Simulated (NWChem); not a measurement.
# BN2H5 (SMILES NBN) at wB97X/def2-SVP

Aim: the vertical ionisation energy of BN2H5 at wB97X/def2-SVP, from 2 runs. 

Program for the calculation: NWChem 7.3.0.

## (1) Starting point

BN2H5 has 8 atoms, charge 0, and is taken as a singlet. As SMILES, `NBN`. Geometry: relaxed at PBE0-D4/def2-TZVP.

Bond lengths: N1–B2 1.409 Å, B2–N3 1.409 Å, N1–H4 1.005 Å, N1–H5 1.002 Å, B2–H6 1.200 Å, N3–H7 1.003 Å, N3–H8 1.005 Å. Angles: N1–B2–N3 122.9°, N1–B2–H6 118.5°, N3–B2–H6 118.5°, B2–N1–H4 124.5°, B2–N1–H5 121.9°, B2–N3–H7 121.9°, B2–N3–H8 124.5°, H4–N1–H5 113.6°, H7–N3–H8 113.6°.

## (2) A single-point energy at wB97X/def2-SVP

The input, test.nw:

```
start test
memory 2200 mb
geometry noautosym nocenter noautoz
  N     -0.971000     0.516500    -0.581100
  B      0.194200     0.386600     0.200500
  N      0.848200    -0.845200     0.401400
  H     -1.426800    -0.244500    -1.053400
  H     -1.423900     1.400900    -0.713700
  H      0.649700     1.368600     0.718000
  H      1.676700    -0.919800     0.960900
  H      0.545000    -1.720300     0.011600
end
basis spherical bse
  * library def2-SVP
end
dft
  xc wb97x
  grid lebedev 35 6
  convergence energy 1e-08
  iterations 100
  mulliken
  noprint "final vectors analysis"
end
task dft
```

Command:

```sh
nwchem test.nw > test.out
```

The program printed:

```text
[...]
          Wavefunction type:  closed shell.
          No. of atoms     :     8
          No. of electrons :    24
[...]
          Charge           :     0
          Spin multiplicity:     1
[...]
          AO basis - number of functions:    67
[...]
              XC Information
              --------------
                       wb97x  Method XC Functional
                     Hartree-Fock (Exact) Exchange  1.000
                         wb97x Exchange Functional  1.000
                      wb97x Correlation Functional  1.000
[...]
 d= 0,ls=0.0,diis     1   -137.2557302850 -2.06D+02  8.34D-03  4.06D-01     2.4
[...]
 d= 0,ls=0.0,diis     8   -137.3056432198 -1.39D-09  6.23D-07  4.21D-10    16.0
         Total DFT energy =     -137.305643219752
      One electron energy =     -321.335581928116
           Coulomb energy =      134.959278071237
    Exchange-Corr. energy =      -19.781939165892
 Nuclear repulsion energy =       68.852599803019
[...]
      Total Density - Mulliken Population Analysis
     ---------------------------------------------
    Atom       Charge   Shell Charges
 -----------   ------   -------------------------------------------------------
    1 N    7     7.15   1.99  0.95  0.34  2.50  1.36  0.01
    2 B    5     5.09   1.99  0.75  0.14  1.62  0.47  0.12
    3 N    7     7.15   1.99  0.95  0.34  2.50  1.36  0.01
    4 H    1     0.89   0.73  0.12  0.05
    5 H    1     0.88   0.72  0.11  0.05
    6 H    1     1.07   0.75  0.31  0.01
    7 H    1     0.88   0.72  0.11  0.05
    8 H    1     0.89   0.73  0.12  0.05
[...]
```

It took 17 s on 1 thread of Intel Xeon Platinum 8488C (Sapphire Rapids), shared host; peak memory 0.1 GiB.

## (3) The doublet cation at the same level

The input, geom.nw:

```
start geom
title "BH5N2 energy"
memory stack 880 mb heap 220 mb global 1100 mb
charge 1

geometry units bohr noautosym nocenter noautoz
N  -1.83492407  0.97604354 -1.09811985
B   0.36698481  0.73056812  0.37889009
N   1.60286570 -1.59719652  0.75853607
H  -2.69626123 -0.46203804 -1.99063750
H  -2.69078103  2.64731733 -1.34869754
H   1.22775506  2.58627917  1.35682336
H   3.16850379 -1.73817009  1.81583783
H   1.02990074 -3.25089585  0.02192082
end

basis spherical bse
* library def2-SVP
end

dft
xc wb97x
mult 2
grid lebedev 35 6
convergence energy 1e-08
maxiter 100
mulliken
noprint "final vectors analysis"
end

task dft energy
```

Command:

```sh
nwchem geom.nw > geom.out
```

The program printed:

```text
[...]
          Wavefunction type:  spin polarized.
          No. of atoms     :     8
          No. of electrons :    23
[...]
          Charge           :     1
          Spin multiplicity:     2
[...]
          AO basis - number of functions:    67
[...]
              XC Information
              --------------
                       wb97x  Method XC Functional
                     Hartree-Fock (Exact) Exchange  1.000
                         wb97x Exchange Functional  1.000
                      wb97x Correlation Functional  1.000
[...]
 d= 0,ls=0.0,diis     1   -136.8589993711 -2.06D+02  6.02D-03  2.29D-01     2.5
[...]
 d= 0,ls=0.0,diis    10   -136.9649496775 -7.37D-09  4.38D-07  3.23D-10    15.7
[...]
         Total DFT energy =     -136.964949677477
      One electron energy =     -314.289315511544
           Coulomb energy =      127.903229226645
    Exchange-Corr. energy =      -19.431458242404
 Nuclear repulsion energy =       68.852594849825
[...]
      Total Density - Mulliken Population Analysis
     ---------------------------------------------
    Atom       Charge   Shell Charges
 -----------   ------   -------------------------------------------------------
    1 N    7     6.91   1.99  1.01  0.35  2.43  1.13  0.01
    2 B    5     5.08   1.99  0.78  0.13  1.67  0.40  0.11
    3 N    7     6.91   1.99  1.01  0.35  2.43  1.13  0.01
    4 H    1     0.80   0.70  0.06  0.05
    5 H    1     0.78   0.69  0.04  0.05
    6 H    1     0.94   0.74  0.19  0.01
    7 H    1     0.78   0.69  0.04  0.05
    8 H    1     0.80   0.70  0.06  0.05
[...]
      <S2> =      0.7845 (Exact =     0.7500)
[...]
```

Wall time 17 s (1 thread of Intel Xeon Platinum 8488C (Sapphire Rapids), shared host); peak memory 0.1 GiB.

## (4) Outcome

At wB97X/def2-SVP:

| quantity | value |
| --- | --- |
| singlet BN2H5: total energy | -137.30564 Eh |
| singlet BN2H5: dipole moment | 1.51 D |
| doublet cation: total energy | -136.96495 Eh |
| doublet cation: ⟨S²⟩ | 0.784 |
| vertical ionisation energy (to the doublet cation) | 9.271 eV |

The vertical ionisation energy comes to 9.27 eV (894 kJ/mol).
